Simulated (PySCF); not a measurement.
## Multinuclear NMR of Acetamide

Geometry (Å), atoms numbered from 1 in this order:
```xyz
9

C    -1.068    0.054    0.238
C     0.247    0.401   -0.416
N     1.308   -0.335    0.010
O     0.363    1.280   -1.241
H    -1.009    0.196    1.320
H    -1.330   -0.991    0.051
H    -1.843    0.697   -0.169
H     2.195   -0.192   -0.442
H     1.195   -1.128    0.614
```

Theory: NMR shieldings at B97-2/pcSseg-2/GIAO, structure optimised with PBE0-D3(BJ)/def2-TZVP, in PySCF 2.14 (one computed conformer, non-relativistic, no solvent model, fast rotation and ring inversion assumed for equivalent nuclei).

(1) What are the 15N shifts?

(2) Predict the 17O NMR data.

Results:

(1) 
```tsv
atoms	environment	σ (ppm)	δ (ppm)
N3	amide-type nitrogen	153.2	-290.7
```

Shieldings were converted by a linear fit to measured shifts: 15N: δ = -149.73 − 0.920σ (rms 6.4 ppm, 44 shifts vs CH3NO2, solution or neat liquid). Occasional misses reach two or three times the rms, and more in compound classes unlike the fitted ones.

On a 600 MHz spectrometer 15N resonates near 60.8 MHz, so 1 ppm is 60.8 Hz.

(2) 
```csv
atoms,environment,σ (ppm),δ (ppm)
O4,amide-type carbonyl oxygen,-96.8,365.7
```

Shieldings were converted by a linear fit to measured shifts: 17O (scatter 12.2 ppm rms vs liquid water, solution or neat liquid). A few per cent of atoms miss by over 2 rms, more outside the fitted compound classes.

On a 500 MHz spectrometer 17O resonates near 67.8 MHz, so 1 ppm is 67.8 Hz.

Hydrogen bonding in solution shields acid and N–H amide carbonyl oxygens by tens of ppm.
